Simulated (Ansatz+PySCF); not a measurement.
The numbers below are computed, except where a source is named.
## PySCF 2.14.0 run

```python
from pyscf import gto, scf, mp

mol = gto.M(atom="""
C 0.000000 0.000000 -0.280910
O 0.000000 1.041420 0.190040
O 0.000000 -1.041420 0.190040
H 0.000000 0.000000 -1.355190
""", basis='def2-svp', charge=-1, spin=0)
mf = scf.RHF(mol)
mf.kernel()
pt = mp.MP2(mf, frozen=3).run()
print(mf.e_tot, pt.e_corr, pt.e_tot)
```

The script is written out from the run's settings.

Output:

| Property | Result |
| --- | --- |
| Converged | yes |
| Reference energy | -188.00562 hartree |
| Correlation energy | -0.48003 hartree |
| Total energy | -188.48565 hartree |

Caution: no diffuse functions for an anion.
